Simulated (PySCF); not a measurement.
Potential energy surface of BCl₃, singlet: umbrella (inversion) coordinate, bond length relaxed. Scanned: angle between the B-Cl bonds and the threefold axis (90 = planar). Other coordinates (B-Cl bond length) were minimised at B3LYP/def2-TZVP. Each profile is relative to its own lowest point.

```
a / °      A      B      C
-----  -----  -----  -----
90       0.0    0.0    0.0
93       1.1    1.2    1.1
96       4.3    4.7    4.6
99       9.9   10.7   10.4
102     17.7   19.2   18.8
105     28.0   30.4   29.7
108     41.0   44.5   43.5
111     57.1   61.9   60.5
114     76.5   82.9   81.1
117     99.7  108.0  105.8
120    127.2  137.6  135.1
123    159.5  172.2  169.6
126        —  212.5  210.0
```

Energies in mEh.

**Question.** Which curve belongs to which method? The methods are PBE/cc-pVDZ (PySCF 2.14.0); PBE0/cc-pVDZ (PySCF); restricted B3LYP/6-31G*, spherical d (PySCF).

**Answer.** A is PBE; B is RKS-B3LYP/6-31G*; C is PBE0.

A dash means that the run gave no value there, or that the column was ended at a point which the program doubted or which failed a test of continuity chosen for this set; such a test can also cut sound points.

The scan ran from 90.0 to 132.0; beyond the range shown the relaxed coordinates jump or full CI changes its symmetry label.
